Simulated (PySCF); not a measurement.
**State search for Na₂⁺**

Unrestricted PBE0; basis Na x2c-SVPall; spin-free X2C with a Gaussian nucleus; PySCF 2.14. Outer shells of the fragments: Na+ closed shells only; Na 3s1.

Followed along the bond (rough minima from three points):

```json
{"2Ms+1": "2", "unpaired": "σ ↑", "⟨S²⟩ at the start": "0.75", "R at minimum (Å)": "3.70", "Te (eV)": "0.00"}
```

Solutions found at the starting distance of 3.250 Å, counted from the lowest of them; the search is not exhaustive and high or unbound solutions are not listed, so other states can lie among these:

```json
{"2Ms+1": "2", "unpaired": "σ ↑", "term": "²Σ⁺", "E (eV)": "0.00", "⟨S²⟩": "0.75", "⟨Lz²⟩": "0.00"}
{"2Ms+1": "2", "unpaired": "π ↑", "term": "²Π", "E (eV)": "2.92", "⟨S²⟩": "0.75", "⟨Lz²⟩": "1.00"}
```

A term symbol is given only where ⟨S²⟩ and ⟨Lz²⟩ are close to those of a pure state; real π, δ and φ orbitals otherwise mix terms, and g/u labels are left off.

Counting both spins, an empty level lies below a filled one in some of these solutions, because spin and occupation are held.
